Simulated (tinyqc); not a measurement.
A ladder of methods, and size consistency: correlation methods against full CI in the sto-3g basis, for H2O, spin multiplicity 1. Computed by the program tinyqc with PySCF. 

Geometry (angstrom):

| atom | x | y | z |
|---|---|---|---|
| O | 0.0000 | 0.0000 | 0.0000 |
| H | 0.0000 | 0.7070 | 0.6730 |
| H | 0.0000 | -0.6960 | 0.6620 |

RHF energy of one = -74.961859 hartree

All electrons correlated; +Q is the Davidson correction (1 - c0^2) E_corr. The last columns treat two copies 100 angstrom apart as one system. FCI is the lowest singlet.

Correlation energies (hartree):

| method | E_corr of one | share of FCI (%) | E_corr of two at 100 angstrom | two minus twice one (mhartree) |
|---|---|---|---|---|
| MP2 | -0.03845 | 72.359 | -0.07689 | 0.000 |
| CISD | -0.05233 | 98.481 | -0.10191 | 2.742 |
| CISD+Q | -0.05377 | 101.206 | -0.10711 | 0.441 |
| CCSD | -0.05302 | 99.783 | -0.10603 | 0.000 |
| CCSD(T) | -0.05308 | 99.897 | -0.10616 | 0.000 |
| FCI | -0.05313 | 100.000 | - | - |

MP2 recovers 72 %, CISD 98.5 % and CCSD 99.8 % of the FCI value (c0^2 = 0.972 in CISD). MP2 and coupled cluster are size consistent, so their last column vanishes; CISD loses 2.74 mhartree, since a double excitation on each copy is a quadruple of the pair, and the Davidson correction leaves +0.44.
